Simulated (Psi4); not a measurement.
# CCSD(T)/def2-TZVP run of BSiH5 (boranylsilane)

What is the vertical singlet–triplet gap of BSiH5 (boranylsilane) at CCSD(T)/def2-TZVP? 

Program for the calculation: Psi4 1.11.

1 further run of the same task is left out (set aside as unsound or not needed).

## (1) Starting point

BSiH5 has 7 atoms, charge 0, and is taken as a singlet. SMILES: `B[SiH3]`. The coordinates come from a PBE0-D4/def2-TZVP relaxation.

Bond lengths: B1–Si2 2.010 Å, B1–H3 1.196 Å, B1–H4 1.195 Å, Si2–H5 1.492 Å, Si2–H6 1.492 Å, Si2–H7 1.487 Å. Angles: B1–Si2–H5 108.8°, B1–Si2–H6 108.8°, B1–Si2–H7 115.1°, Si2–B1–H3 118.9°, Si2–B1–H4 123.6°, H5–Si2–H6 107.3°, H5–Si2–H7 108.3°, H6–Si2–H7 108.3°, H3–B1–H4 117.5°.

## (2) A single-point energy at CCSD(T)/def2-TZVP

Input file input.dat:

```
memory 2200 MB

molecule {
  0 1
  B
  Si 1 2.009933
  H 1 1.19642 2 118.94554
  H 1 1.194994 3 117.45115 2 -179.99763
  H 2 1.492369 1 108.78924 4 121.71038
  H 2 1.492263 5 107.3331 1 -117.54871
  H 2 1.487359 6 108.28026 5 116.68502
  symmetry c1
  no_reorient
  no_com
}

set basis def2-TZVP
set puream true
set e_convergence 1e-09
set d_convergence 1e-08
set scf_type pk
set num_frozen_docc 6

energy_value, wavefunction = energy('ccsd(t)', return_wfn=True)
```

Run with:

```sh
psi4 -i input.dat -o output.dat -n 1
```

output.dat:

```text
[...]
  Running in c1 symmetry.
[...]
  Nuclear repulsion =   47.564449245815545
[...]
  Multiplicity = 1
[...]
  Nalpha       = 12
  Nbeta        = 12
[...]
    Number of basis functions: 98
[...]
   @RHF iter   1:  -316.45356233634783   -8.01677e-01   2.19477e-03 DIIS/ADIIS
[...]
   @RHF iter  10:  -316.50068583579201   -1.93268e-12   2.89291e-09 DIIS
[...]
    Orbital Energies [Eh]
    ---------------------
    Doubly Occupied:
       1A    -68.757312     2A     -7.616514     3A     -6.109566
       4A     -4.215797     5A     -4.215642     6A     -4.215384
       7A     -0.748073     8A     -0.654228     9A     -0.514262
      10A     -0.478726    11A     -0.466553    12A     -0.419309
[...]
  @RHF Final Energy:  -316.50068583579201
   => Energetics <=
    Nuclear Repulsion Energy =             47.5644492458155455
    One-Electron Energy =                -531.3075388638744698
    Two-Electron Energy =                 167.2424037822669050
    Total Energy =                       -316.5006858357920692
[...]
 Multipole Moments:
 ------------------------------------------------------------------------------------
     Multipole            Electronic (a.u.)      Nuclear  (a.u.)        Total (a.u.)
 ------------------------------------------------------------------------------------
 L = 1.  Multiply by 2.5417464519 to convert [e a0] to [Debye]
 Dipole X            :         -0.0000996            0.0000434           -0.0000563
 Dipole Y            :         -0.2027553            0.1610882           -0.0416671
 Dipole Z            :         -0.8713283            0.6811895           -0.1901388
 Magnitude           :                                                    0.1946508
[...]
      * MP2 total energy                      = -316.719383868510192
[...]
      * CCSD total energy                     = -316.765060664332850
[...]
      * CCSD(T) total energy                  = -316.772354552675324
[...]
```

Wall time 36 s (1 thread of AMD EPYC 7R43 (Zen 3), shared host); peak memory 1 GiB.

## (3) The triplet at the same level

Input file run_ase.py:

```python
import numpy as np
from ase.calculators.psi4 import Psi4
from ase import Atoms

mol = Atoms(['B', 'Si', 'H', 'H', 'H', 'H', 'H'], positions=[
    [-0.043200, -1.189000, 0.204300],
    [0.089100, 0.785300, -0.148500],
    [-1.126000, -1.690600, 0.290100],
    [0.906400, -1.902500, 0.335400],
    [-0.616000, 1.093400, -1.427200],
    [-0.623600, 1.516700, 0.939600],
    [1.474500, 1.318800, -0.239500],
])
calc = Psi4(atoms=mol, method='ccsd(t)', basis='def2-TZVP', memory='2200MB', num_threads=1, charge=0, multiplicity=3, label='bh5si', reference='uhf')
calc.psi4.set_options({'puream': True, 'e_convergence': 1e-09, 'd_convergence': 1e-08, 'scf_type': 'pk', 'num_frozen_docc': 6, 'maxiter': 100})
mol.calc = calc

print(f'energy: {mol.get_potential_energy():.6f} eV')
```

Run with:

```sh
python run_ase.py
```

bh5si.dat:

```text
[...]
  Running in c1 symmetry.
[...]
  Nuclear repulsion =   47.564448936710967
[...]
  Multiplicity = 3
[...]
  Nalpha       = 13
  Nbeta        = 11
[...]
    Number of basis functions: 98
[...]
   @UHF iter   1:  -316.31447616845435   -6.62591e-01   2.44606e-03 ADIIS/DIIS
[...]
   @UHF iter  15:  -316.38112966006832   -1.29603e-11   8.11346e-09 DIIS
[...]
   @S^2 Observed:                2.012566004E+00
[...]
    Orbital Energies [Eh]
    ---------------------
    Alpha Occupied:
       1A    -68.835395     2A     -7.597585     3A     -6.182825
       4A     -4.295585     5A     -4.286831     6A     -4.286411
       7A     -0.826504     8A     -0.683466     9A     -0.533368
      10A     -0.526424    11A     -0.495595    12A     -0.481031
      13A     -0.291236
    Alpha Virtual:
      14A      0.121536    15A      0.123601    16A      0.139283
      17A      0.147612    18A      0.171264    19A      0.190261
      20A      0.220418    21A      0.233618    22A      0.250343
      23A      0.272587    24A      0.283724    25A      0.295341
[...]
  @UHF Final Energy:  -316.38112966006832
   => Energetics <=
    Nuclear Repulsion Energy =             47.5644489367109671
    One-Electron Energy =                -530.3268036216827568
    Two-Electron Energy =                 166.3812250249034719
    Total Energy =                       -316.3811296600683249
  UHF NO Occupations:
  HONO-2 :   11  A 1.9966002
  HONO-1 :   12  A 1.0000000
[...]
 Multipole Moments:
 ------------------------------------------------------------------------------------
     Multipole            Electronic (a.u.)      Nuclear  (a.u.)        Total (a.u.)
 ------------------------------------------------------------------------------------
 L = 1.  Multiply by 2.5417464519 to convert [e a0] to [Debye]
 Dipole X            :          0.2035497           -0.1158999            0.0876498
 Dipole Y            :          0.0843519            0.6794414            0.7637933
 Dipole Z            :         -0.0142573           -0.1220477           -0.1363049
 Magnitude           :                                                    0.7807956
[...]
      * MP2 total energy                      = -316.588330786641563
[...]
      * CCSD total energy                     = -316.634572739652583
[...]
      * CCSD(T) total energy                     = -316.642119682211444
```

Standard output:

```text
energy: -8616.270950 eV
```

Run time: 94 s. Hardware: 1 thread of AMD EPYC 7R43 (Zen 3), shared host; peak memory 1.1 GiB.

## (4) Outcome

Level: CCSD(T)/def2-TZVP, 6 core orbitals frozen.

| quantity | value |
| --- | --- |
| singlet: total energy | -316.77235 Eh |
| singlet: HOMO energy (Hartree–Fock orbitals) | -11.41 eV |
| singlet: LUMO energy (Hartree–Fock orbitals) | 1.06 eV |
| singlet: HOMO–LUMO gap (Hartree–Fock orbitals) | 12.47 eV |
| singlet: correlation energy (6 core orbitals frozen) | -271.7 mEh |
| singlet: (T) correction | -7.29 mEh |
| singlet: T1 diagnostic | 0.013 |
| triplet: total energy | -316.64212 Eh |
| triplet: HOMO energy (Hartree–Fock orbitals) (highest over α and β) | -7.92 eV |
| triplet: LUMO energy (Hartree–Fock orbitals) (lowest over α and β) | -1.53 eV |
| triplet: correlation energy (6 core orbitals frozen) | -261.0 mEh |
| triplet: (T) correction | -7.55 mEh |
| triplet: ⟨S²⟩ of the reference determinant | 2.013 |
| triplet: T1 diagnostic | 0.028 |
| vertical energy of the triplet above the singlet | 3.544 eV |

In words: At this shape the triplet lies 3.54 eV (82 kcal/mol) above the singlet. The triples (singlet) make up 2.7 % of the correlation energy. The triples (triplet) make up 2.9 % of the correlation energy.
